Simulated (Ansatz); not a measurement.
in.yaml

```yaml
crystal:
  periodic: [false, false, false]
  atoms:
    - {symbol: Si, position_ang: [0.000000, 0.000000, 0.000000]}
    - {symbol: H, position_ang: [0.000000, 0.000000, 1.531705]}
basis:
  gaussian: {orbitals: 6-31G}
total_charge: 1
magnetization: {spin_polarized: true, initial_magnetization: 0}
correlation: {method: ccsdt, electrons: outside_noble_gas}
accuracy: high
scf: {lower_state_search: light}
```

```sh
$ ansatz run in.yaml --threads 1 --pin off --events-out ev --progress --plain --max-ram 2393MiB
```

Problem. Roughly how long does this take on 1 thread of Intel Xeon Platinum 8259CL, shared host, and how much host memory?

Solution. 0.91 s wall and 0.18 GiB.

```
286 factors; integrals over basis functions are off by at most 2.8e-9 eV
mean field evaluation 1: about -7867.0449 eV, gradient 4.2e0 eV
mean field evaluation 2: about -7867.0444 eV, gradient 4.2e0 eV
mean field evaluation 4: about -7867.2524 eV, gradient 1.7e-1 eV
mean field evaluation 8: about -7867.2526 eV, gradient 4.9e-5 eV
mean field evaluation 16: about -7867.2537 eV, gradient 2.6e-2 eV
mean field evaluation 32: about -7867.2525 eV, gradient 1.6e-2 eV
mean field evaluation 64: about -7865.1407 eV, gradient 2.3e-2 eV
mean field -7867.25262172 eV, -289.1162012330 hartree, gradient 7.7e-9 eV, S^2 0.000000; 4 other end points of the search recorded, 0 dependent functions left out
determinant -7867.25262172 eV, -289.1162012330 hartree, with singles and doubles -7868.65569240 eV, -289.1677631293 hartree
determinant -7865.13822822 eV, -289.0384987048 hartree, with singles and doubles -7866.28151391 eV, -289.0805136790 hartree
5 core orbitals not correlated: weight in the atoms' cores, before any rotation towards them, 1.000 or more for the frozen orbitals, at most 0.000 for the correlated occupied ones
reference -7867.25262172 eV, -289.1162012330 hartree; 2, 2 occupied and 8, 8 virtual orbitals, 286 factors
second order -0.88629833 eV of doubles, -0.00000000 eV of singles
cycle   1  -1.18910247 eV  change   -3.0e-1 eV  update   6.1e-2
cycle   2  -1.41052595 eV  change   -2.2e-1 eV  update   2.9e-2
cycle   3  -1.40978842 eV  change    7.4e-4 eV  update   3.6e-3
cycle   4  -1.41151616 eV  change   -1.7e-3 eV  update   7.8e-4
cycle   5  -1.41101464 eV  change    5.0e-4 eV  update   2.2e-4
cycle   6  -1.41098283 eV  change    3.2e-5 eV  update   7.8e-5
cycle   7  -1.41100794 eV  change   -2.5e-5 eV  update   2.4e-5
cycle   8  -1.41099255 eV  change    1.5e-5 eV  update   5.6e-6
cycle   9  -1.41099298 eV  change   -4.3e-7 eV  update   1.3e-6
cycle  10  -1.41099344 eV  change   -4.6e-7 eV  update   2.5e-7
cycle  11  -1.41099341 eV  change    3.4e-8 eV  update   5.7e-8
cycle  12  -1.41099339 eV  change    1.2e-8 eV  update   2.1e-8
cycle  13  -1.41099355 eV  change   -1.6e-7 eV  update   5.3e-8
cycle  14  -1.41099365 eV  change   -9.3e-8 eV  update   2.2e-8
cycle  15  -1.41099366 eV  change   -8.0e-9 eV  update   2.8e-9
cycle  16  -1.41099365 eV  change    1.1e-9 eV  update  9.2e-10
cycle  17  -1.41099365 eV  change   1.1e-10 eV  update  2.2e-10
Total energy: -7868.66361538 eV, -289.1680542934 hartree
```
